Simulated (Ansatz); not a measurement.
Level of theory: frozen-core CCSD(T)/cc-pVTZ // PBE0-D4/def2-TZVP in Ansatz (an electronic-structure program).

Ansatz 0.2 input:
```yaml
crystal:
  periodic: [false, false, false]
  atoms:
    - { symbol: C, position_ang: [-0.131545, 0.017606, 0.018789] }
    - { symbol: S, position_ang: [1.649653, -0.026759, 0.025885] }
    - { symbol: H, position_ang: [-0.452785, -0.606883, -0.823194] }
    - { symbol: H, position_ang: [-0.552993, -0.409365, 0.929534] }
    - { symbol: H, position_ang: [-0.512332, 1.0254, -0.151014] }
basis:
  gaussian: { orbitals: cc-pVTZ }
correlation:
  method: ccsd_t
magnetization:
  spin_polarized: true
  initial_magnetization: 1
```

Output:

```
Functional definition: HF
591 factors; integrals over basis functions are off by at most 1.1e-3 eV
mean field evaluation 1: about -11894.3397 eV, gradient 1.2e1 eV
mean field evaluation 2: about -11894.3406 eV, gradient 1.2e1 eV
mean field evaluation 4: about -11895.4726 eV, gradient 1.9e0 eV
mean field evaluation 8: about -11895.5143 eV, gradient 2.5e-3 eV
mean field evaluation 16: about -11895.4719 eV, gradient 1.9e0 eV
mean field evaluation 32: about -11895.5143 eV, gradient 4.1e-5 eV
mean field evaluation 64: about -11895.4629 eV, gradient 2.6e-2 eV
mean field evaluation 96: about -11895.4628 eV, gradient 2.5e-3 eV
mean field -11895.51425876 eV, -437.1520859404 hartree, gradient 3.2e-6 eV, S^2 0.763866; 6 other end points of the search recorded, 0 dependent functions left out
determinant -11895.51425876 eV, -437.1520859404 hartree, with singles and doubles -11905.40797662 eV, -437.5156733654 hartree
determinant -11895.46278972 eV, -437.1501944881 hartree, with singles and doubles -11905.35350879 eV, -437.5136717098 hartree
determinant -11895.51425876 eV, -437.1520859404 hartree, with singles and doubles -11905.29979341 eV, -437.5116977057 hartree
determinant -11895.46278972 eV, -437.1501944881 hartree, with singles and doubles -11905.24578909 eV, -437.5097130838 hartree
6 core orbitals not correlated
reference -11895.51425876 eV, -437.1520859404 hartree; 7, 6 occupied and 93, 94 virtual orbitals, 591 factors
second order -8.85459388 eV of doubles, -0.00000000 eV of singles
cycle   1  -9.78553360 eV  change    1.0e-6 eV  update   2.2e-6
perturbative correction -0.37965249 eV, -0.0139519717 hartree
Total energy: -11905.67944486 eV, -437.5256496391 hartree
```

Cost: around 30 core-seconds (rough).
